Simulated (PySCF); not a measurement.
# N2: the cost of one run

Computed with PySCF 2.14.0, with density-fitted response routines of our own, on a single molecule in the gas phase. Atoms count from 0, in the outputs and in this text.

## 1. Starting geometry

2 atoms, charge 0, multiplicity 3; geometry from: GFN2-xTB.

Bonds of the start (Å): N0–N1 1.16.

## 2. Optimising the geometry at PBE0-D3(BJ)/def2-TZVP

Job settings and geometry (Å):

```
{"job": {"xc": "PBE0", "basis": "def2-TZVP", "d3": "d3bj", "grid": 2, "kind": "geom"}, "charge": 0, "multiplicity": 3}
N      0.000000     0.000000     0.000000
N      0.000000     0.000000     1.155530
```

Q: Estimate the wall time of this first job on 2 threads of Intel Xeon 6975P-C (Granite Rapids), shared host.

About 2.1 s.
